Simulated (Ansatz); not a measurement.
Basis-set series for H$_{4}$SSi, SMILES `[SiH3]S`. Total charge 0; spin multiplicity 1. The geometry is a stationary point of PBE0-D4/def2-TZVP.

| functional | basis | functions | energy (Eh) | HOMO (eV) | LUMO (eV) |
| --- | --- | --- | --- | --- | --- |
| PBE0-D4 | def2-SVP | 56 | -689.62111 | -7.38 | 0.52 |
| PBE0-D4 | def2-QZVPP | 260 | -689.88788 | -7.54 | -0.15 |
| ωB97M-V | def2-SVP | 56 | -689.82529 | -9.54 | 2.45 |
| ωB97M-V | def2-QZVPP | 260 | -690.09200 | -9.74 | 1.27 |

(1) Give the rows for def2-TZVPP. (Estimate.)

Answers

(1) Computed: 
```csv
functional,basis,functions,energy (Eh),HOMO (eV),LUMO (eV)
PBE0-D4,def2-TZVPP,140,-689.86552,-7.52,0.09
ωB97M-V,def2-TZVPP,140,-690.07088,-9.71,1.76
```

Positive LUMOs are unbound and depend on the basis.
